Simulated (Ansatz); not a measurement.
The input, for Ansatz 0.2.0:

```yaml
crystal:
  periodic: [false, false, false]
  atoms:
    - {symbol: Al, position_ang: [0.000000, -0.104664, 0.617425]}
    - {symbol: N, position_ang: [0.000000, 0.107524, -1.289743]}
    - {symbol: H, position_ang: [0.000000, 1.307572, 1.394905]}
basis:
  gaussian: {orbitals: cc-pVDZ}
magnetization: {spin_polarized: true, initial_magnetization: 1}
correlation: {method: ccsdt_q, electrons: outside_noble_gas}
```

```sh
$ ansatz run in.yaml --threads 1 --pin off --events-out ev --progress --plain --max-ram 2393MiB
```

**Question.** Roughly how long does this take on 1 thread of Arm Neoverse V1, shared host, and how much host memory?

**Answer.** 26 s wall and 0.2 GiB.

```
672 factors; integrals over basis functions are off by at most 2.0e-7 eV
mean field evaluation 1: about -8071.3475 eV, gradient 2.4e1 eV
mean field evaluation 2: about -8071.3496 eV, gradient 2.4e1 eV
mean field evaluation 4: about -8075.4387 eV, gradient 2.6e0 eV
mean field evaluation 8: about -8075.4999 eV, gradient 9.2e-1 eV
mean field evaluation 16: about -8077.0793 eV, gradient 8.6e-5 eV
mean field evaluation 32: about -8076.6923 eV, gradient 2.8e0 eV
mean field evaluation 64: about -8075.5398 eV, gradient 9.3e-3 eV
mean field evaluation 96: about -8076.8751 eV, gradient 2.1e0 eV
mean field evaluation 128: about -8077.1496 eV, gradient 6.9e-4 eV
mean field evaluation 160: about -8077.3588 eV, gradient 4.3e0 eV
...
cycle  51  -4.96824503 eV  change   -1.3e-6 eV  update   9.3e-7
cycle  52  -4.96824613 eV  change   -1.1e-6 eV  update   7.2e-7
cycle  53  -4.96824676 eV  change   -6.3e-7 eV  update   5.3e-7
cycle  54  -4.96824709 eV  change   -3.3e-7 eV  update   4.0e-7
cycle  55  -4.96824770 eV  change   -6.1e-7 eV  update   3.3e-7
cycle  56  -4.96824839 eV  change   -6.9e-7 eV  update   2.8e-7
cycle  57  -4.96824885 eV  change   -4.6e-7 eV  update   2.1e-7
cycle  58  -4.96824912 eV  change   -2.7e-7 eV  update   1.4e-7
cycle  59  -4.96824930 eV  change   -1.8e-7 eV  update   1.2e-7
cycle  60  -4.96824942 eV  change   -1.2e-7 eV  update   9.7e-8
perturbative correction -0.03156502 eV, -0.0011599930 hartree
Total energy: -8082.85051002 eV, -297.0392774903 hartree
```
